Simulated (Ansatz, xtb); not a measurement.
**Ranking isomers of CH2NSi**

8 gas-phase structures of CH2NSi, found in a search over its isomers (lower ones may exist). Each was relaxed with GFN2-xTB; where two conformers were screened, the lower at r2SCAN-D4/def2-SVP is listed:

A. `N#C[SiH2]`, a doublet
B. `[CH2][Si]#N`, a doublet
C. a doublet given by its coordinates
D. `[CH2]N=[Si]`, a doublet
E. `[C]1=N[SiH2]1`, a doublet
F. a doublet given by its coordinates
G. `[CH]=[Si]=N`, a doublet
H. `[C]#[N+][SiH2-]`, a doublet

C (Å):

```xyz
5

C    -1.2910   -0.4303    0.8407
N    -0.1114   -0.5982    0.6418
Si    1.3930   -1.3816    0.5472
H    -2.1120   -0.1419    0.2140
H     2.1662   -0.1403    0.7608
```

Close contacts (Å): C1–N2 1.21, N2–Si3 1.70, C1–H4 1.07, Si3–H5 1.48.

F (Å):

```xyz
5

C     0.4090   -0.3016    0.5641
N    -0.3357   -1.2674   -0.0251
Si   -1.6533   -1.3322    0.9937
H     0.3691    0.7205    0.2113
H     1.2176   -0.5583    1.2357
```

Close contacts (Å): C1–N2 1.35, C1–Si3 2.35, N2–Si3 1.67, C1–H4 1.08, C1–H5 1.08.

Q: Estimate their order in r2SCAN-D4/def2-SVP energy at these geometries, lowest first.

A: Calculated order at r2SCAN-D4/def2-SVP: D (0.0), A (43.8), H (71.5), C (127.9), F (132.1), E (138.6), B (284.1), G (306.1) kJ/mol.

Energies above the lowest of each column, in kJ/mol; the last columns are at PBE0-D3(BJ)/def2-SVP geometries and were run for some of them only (a dash: not run or not comparable):

```
structure  GFN2-xTB  HF/STO-3G  r2SCAN-D4/def2-SVP  PBE0-D3(BJ)/def2-SVP  CCSD(T)/def2-TZVP
        D       0.0       35.5                 0.0                   0.0                0.4
        A      50.1        0.0                43.8                  36.2                0.0
        H      64.6       34.4                71.5                  62.7               23.9
        C     120.1      171.6               127.9                     –                  –
        F      90.8      174.6               132.1                     –                  –
        E     143.3      190.8               138.6                     –                  –
        B     104.7      273.7               284.1                     –                  –
        G     154.2      461.3               306.1                     –                  –
```

CCSD(T)/def2-TZVP has A and D within 1 kcal/mol of each other at the bottom, and every level picks one of them. CCSD(T)/def2-TZVP orders those it was run on as A (0.0), D (0.4), H (23.9) kJ/mol. Less than 1 kcal/mol parts A and D, so the order within that pair means little. Some further structures that were screened fall inside this span and aren't listed. Flexible structures stand in one conformer each, not always the lowest. Frequencies (PBE0-D3(BJ)/def2-SVP) were run for A, D, H alone. Open shells are spin-unrestricted, some with notable spin contamination.

Over these structures GFN2-xTB departs from r2SCAN-D4/def2-SVP by 59.3 kJ/mol on average once a common shift is removed. A GFN2-xTB relaxation took about 0.14 s and the r2SCAN-D4/def2-SVP energy about 3.9 s on a shared host (Ansatz 0.2.0, xtb 6.7.1).
